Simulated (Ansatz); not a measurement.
Working through a single point from an input written key by key of AlH₃S, SMILES [AlH2][SH]

With the Ansatz DFT code, driven from Python.

Run as a notebook:

**Cell 1**
```python
import ansatz as az
import numpy as np
import pandas as pd
```

**Cell 2**
```python
deck = {
    'crystal': {
        'periodic': [False, False, False],
        'atoms': [
            {'symbol': 'Al', 'position_ang': [-0.5802, 0.0681, -0.1841]},
            {'symbol': 'S', 'position_ang': [1.1915, 0.3773, 1.1232]},
            {'symbol': 'H', 'position_ang': [-1.7529, -0.9939, 0.1516]},
            {'symbol': 'H', 'position_ang': [-0.7444, 1.04, -1.4938]},
            {'symbol': 'H', 'position_ang': [1.936, -0.5651, 0.3616]},
        ],
    },
    'basis': {'gaussian': {'orbitals': 'cc-pVDZ'}},
    'correlation': {'method': 'mp2'},
    'output': {'forces': True},
}
session = az.Session.from_dict(deck)
report = session.plan(threads=1).execute().report
```

**Cell 3**
```python
print('reference energy %16.6f eV' % report['reference_energy_ev'])
print('total energy     %16.6f eV' % report['free_energy_ev'])
print('occupied orbitals outside the frozen core (up, down):', report['n_occupied'], ' frozen:', report['n_frozen'], ' virtual:', report['n_virtual'])
symbols = ['Al', 'S', 'H', 'H', 'H']
parts = report['correlation']
for name in ('random_phase', 'coupled_cluster', 'perturbative'):
    if name in parts:
        print(f'{name:16s} {parts[name]["energy"]["hartree"]:12.7f} Ha')
if 'second_order' in parts:
    pair = parts['second_order']
    print(f'MP2 same spin {pair["same_spin"]["hartree"]:.7f} Ha, opposite spin {pair["opposite_spin"]["hartree"]:.7f} Ha')
```
Output:
```text
reference energy    -17448.271256 eV
total energy        -17453.799216 eV
occupied orbitals outside the frozen core (up, down): [6, 6]  frozen: 10  virtual: [35, 35]
MP2 same spin -0.0396848 Ha, opposite spin -0.1634640 Ha
```

**Cell 4**
```python
forces = np.array(report['forces_ev_ang'])
print('largest force', round(float(np.linalg.norm(forces, axis=1).max()), 4), 'eV/A, rms', round(float(np.sqrt((forces ** 2).mean())), 4))
charges = report['charge_distribution']
table = pd.DataFrame({'atom': symbols, 'mulliken': charges['mulliken_charges_e'], 'lowdin': charges['lowdin_charges_e']})
print(table.round(3).to_string())
print('dipole (e A):', np.round(charges['dipole_moment_e_ang'], 4) + 0.0)
```
Output:
```text
largest force 1.5913 eV/A, rms 0.6616
  atom  mulliken  lowdin
0   Al     0.507   0.024
1    S    -0.300   0.140
2    H    -0.154  -0.098
3    H    -0.156  -0.100
4    H     0.104   0.034
dipole (e A): [-0.0089 -0.1708 -0.1576]
```

Total energies depend on the basis set; only differences at equal settings carry meaning. The geometry is a force-field or estimated start, not a minimum of this method, and the basis set is short of its limit. The Löwdin charges here are taken after orthogonalising the functions within each atom; they differ from plain Löwdin charges, and their signs can be unphysical. Timing: 1.1 s on 1 thread of Arm Neoverse V1, on a shared host, peak memory 0.19 GiB.
